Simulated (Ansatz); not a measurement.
# How far each method lies from UCCSDT(Q) for [H···H···O], triplet

Geometry: a point of a hydrogen-transfer path between rigid fragments, not a stationary point.

```yaml
atoms:
  - { symbol: H, position_ang: [0.0000, 0.0000, -0.9037] }
  - { symbol: H, position_ang: [0.0000, 0.0000, -0.1587] }
  - { symbol: O, position_ang: [0.0000, 0.0000, 1.0623] }
```

Basis cc-pVTZ; Ansatz 0.2.0. Correlated methods freeze the noble-gas cores, which leaves 8 electrons in 57 orbitals. Prefix R: restricted or restricted open-shell reference; prefix U: unrestricted. Active spaces: pair = (4e, 4o) about the gap; valence = (8e, 6o) chosen from the atoms' valence shells.

Full CI isn't at hand for all of this; UCCSDT(Q) serves as the reference, and is uncertain by about the last step of the cluster series. The frozen core follows each run's orbitals, which can shift R against U totals by a few meV.

For open shells CISD is restricted-active-space CI with the open shells as a complete middle space.

```
UHF ⟨S²⟩                          : 2.031
T1 diagnostic (RCCSD)             : 0.0383
largest doubles amplitude (RCCSD) : 0.062
T1 diagnostic (UCCSD)             : 0.0216
```

```json
{"level": "RHF", "E − E(UCCSDT(Q)) (kJ/mol)": "625.3", "share of correlation (%)": "0.00", "wall time": "–"}
{"level": "UHF", "E − E(UCCSDT(Q)) (kJ/mol)": "590.9", "share of correlation (%)": "5.51", "wall time": "–"}
{"level": "RMP2", "E − E(UCCSDT(Q)) (kJ/mol)": "79.6", "share of correlation (%)": "87.26", "wall time": "–"}
{"level": "UMP2", "E − E(UCCSDT(Q)) (kJ/mol)": "78.1", "share of correlation (%)": "87.52", "wall time": "–"}
{"level": "CISD", "E − E(UCCSDT(Q)) (kJ/mol)": "39.2", "share of correlation (%)": "93.73", "wall time": "3 s"}
{"level": "RCCSD", "E − E(UCCSDT(Q)) (kJ/mol)": "15.8", "share of correlation (%)": "97.48", "wall time": "–"}
{"level": "UCCSD", "E − E(UCCSDT(Q)) (kJ/mol)": "15.0", "share of correlation (%)": "97.59", "wall time": "–"}
{"level": "RCCSD(T)", "E − E(UCCSDT(Q)) (kJ/mol)": "2.0", "share of correlation (%)": "99.69", "wall time": "1.8 s"}
{"level": "UCCSD(T)", "E − E(UCCSDT(Q)) (kJ/mol)": "1.8", "share of correlation (%)": "99.72", "wall time": "1.6 s"}
{"level": "BCCD(T)", "E − E(UCCSDT(Q)) (kJ/mol)": "1.9", "share of correlation (%)": "99.70", "wall time": "2.2 s"}
{"level": "RCCSDT", "E − E(UCCSDT(Q)) (kJ/mol)": "0.7", "share of correlation (%)": "99.89", "wall time": "–"}
{"level": "UCCSDT", "E − E(UCCSDT(Q)) (kJ/mol)": "0.4", "share of correlation (%)": "99.93", "wall time": "–"}
{"level": "RCCSDT(Q)", "E − E(UCCSDT(Q)) (kJ/mol)": "0.2", "share of correlation (%)": "99.97", "wall time": "51 s"}
{"level": "CASSCF (pair space)", "E − E(UCCSDT(Q)) (kJ/mol)": "557.3", "share of correlation (%)": "10.89", "wall time": "–"}
{"level": "NEVPT2 (pair space)", "E − E(UCCSDT(Q)) (kJ/mol)": "66.4", "share of correlation (%)": "89.39", "wall time": "1.4 s"}
{"level": "CASSCF (valence space)", "E − E(UCCSDT(Q)) (kJ/mol)": "549.9", "share of correlation (%)": "12.06", "wall time": "–"}
{"level": "NEVPT2 (valence space)", "E − E(UCCSDT(Q)) (kJ/mol)": "94.4", "share of correlation (%)": "84.90", "wall time": "0.87 s"}
{"level": "MRCISD (valence space)", "E − E(UCCSDT(Q)) (kJ/mol)": "31.6", "share of correlation (%)": "94.95", "wall time": "–"}
{"level": "MRCISD+Q (valence space)", "E − E(UCCSDT(Q)) (kJ/mol)": "6.5", "share of correlation (%)": "98.96", "wall time": "1.6 s"}
```

The correlation energy at UCCSDT(Q), counted from RHF, is -6.481 eV. That run took 45 s on 1 thread of Arm Neoverse V1, shared host.

Times hold each run's SCF and search for its determinant on a shared host, so for small cases they say little of a method's own cost; they ran on 1 thread of Arm Neoverse V1.

Natural occupations of CASSCF (valence space) about the gap: 2.000 1.998 1.973 1.001 1.000 0.028; effectively unpaired electrons, Σ n²(2−n)², 2.01.
